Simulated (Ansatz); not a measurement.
Process, species as SMILES: [C]1=CC1 → [C-]1CC=1 (an electron is taken up)
B3LYP-D3(BJ)/def2-TZVP geometries, fixed; electronic energies without zero-point terms; positive where energy is released.

Basis-set convergence of the adiabatic electron affinity at MP2 with Ansatz (a quantum-chemistry and plane-wave program). Cartesian d functions, on some or all atoms, in 6-31G*, 6-31+G*; all else is spherical. Cores are frozen. An unrestricted Hartree-Fock determinant is markedly spin-contaminated. Open shells are unrestricted. No added dispersion term, no relativity. Functions are those of the species that has most. Reference: Hartree-Fock in aug-cc-pVQZ plus the correlation part extrapolated as X^-3 from aug-cc-pVTZ and aug-cc-pVQZ, 1.866 eV, itself unsure by roughly 0.011 eV (a third of the extrapolation step and of the last Hartree-Fock step). Deviations are taken from unrounded values.

```tsv
basis	functions	adiabatic electron affinity (eV)
6-31G*	51	0.666
6-31+G*	63	1.471
cc-pVDZ	57	1.086
aug-cc-pVDZ	96	1.729
def2-SVP	57	1.157
def2-SVPD	84	1.592
pcseg-1	57	1.195
aug-pcseg-1	96	1.637
6-311G**	72	1.203
6-311+G**	84	1.615
def2-TZVP	111	1.607
def2-TZVPD	138	1.720
cc-pVTZ	132	1.509
aug-cc-pVTZ	207	1.798
pcseg-2	132	1.621
aug-pcseg-2	207	1.747
def2-TZVPP	135	1.633
def2-TZVPPD	162	1.735
cc-pVQZ	255	1.694
aug-cc-pVQZ	378	1.836
def2-QZVPP	261	1.761
def2-QZVPPD	288	1.802
```

What the diffuse functions change, pair by pair:
- 6-31G* to 6-31+G*: 12 more functions, deviation -1.199 to -0.394 eV
- cc-pVDZ to aug-cc-pVDZ: 39 more functions, deviation -0.780 to -0.137 eV
- def2-SVP to def2-SVPD: 27 more functions, deviation -0.709 to -0.273 eV
- pcseg-1 to aug-pcseg-1: 39 more functions, deviation -0.671 to -0.229 eV
- 6-311G** to 6-311+G**: 12 more functions, deviation -0.662 to -0.251 eV
- def2-TZVP to def2-TZVPD: 27 more functions, deviation -0.259 to -0.146 eV
- cc-pVTZ to aug-cc-pVTZ: 75 more functions, deviation -0.356 to -0.068 eV
- pcseg-2 to aug-pcseg-2: 75 more functions, deviation -0.245 to -0.118 eV
- def2-TZVPP to def2-TZVPPD: 27 more functions, deviation -0.233 to -0.131 eV
- cc-pVQZ to aug-cc-pVQZ: 123 more functions, deviation -0.172 to -0.030 eV
- def2-QZVPP to def2-QZVPPD: 27 more functions, deviation -0.105 to -0.063 eV

Leaving out the reference's own pair, they bring the value nearer the reference by more than 0.011 eV in 10 of 10 pairs.
